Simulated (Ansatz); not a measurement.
Ideal-gas functions of C₃H₃NO (`c1cocn1`) at 400 K and 1 bar, from an Ansatz frequency run at PBE0-D4/def2-TZVP.

Molar mass 69.06 g/mol, point group Cs (symmetry number 1), electronic degeneracy 1, moments of inertia 49.56, 51.564, 101.124 u Å². Harmonic wavenumbers (cm⁻¹, unscaled): 636, 673, 776, 859, 892, 921, 936, 1094, 1118, 1153, 1190, 1277, 1379, 1553, 1601, 3278, 3285, 3314.

Use S(trans) = R[1.5 ln M + 2.5 ln T − 1.1517]; rotational temperatures θ = 24.2544 K / I; S(rot) = R[ln(√π/σ · √(T³/θAθBθC)) + 1.5]; for each mode x = 1.438777 ν̃/T, S = R[x/(eˣ − 1) − ln(1 − e⁻ˣ)] and H = RT x/(eˣ − 1); 1 cm⁻¹ = 0.0119627 kJ/mol; R = 8.31446 J/(mol·K).

By hand: the entropy, in J/(mol·K).

Translation 167.8. Rotation: θ = 0.4894, 0.4704, 0.2398 K, giving 104.0. Vibration, mode by mode: 3.04, 2.74, 2.04, 1.61, 1.47, 1.35, 1.29, 0.82, 0.76, 0.69, 0.62, 0.47, 0.35, 0.21, 0.18, 0.00, 0.00, 0.00, in all 17.6. Electronic 0.0. Sum 289.4 J/(mol·K).

By hand: H − E and G − E in kJ/mol, counted from the electronic energy.

Zero-point energy ½ × 25935 × 0.0119627 = 155.1; thermal vibration 5.3; translation, rotation and pV give 4 RT = 13.3. H − E = 173.7 kJ/mol, and G − E = 173.7 − 400 × 289.4/1000 = 57.9 kJ/mol.

Vibration gives 6 % of the entropy.
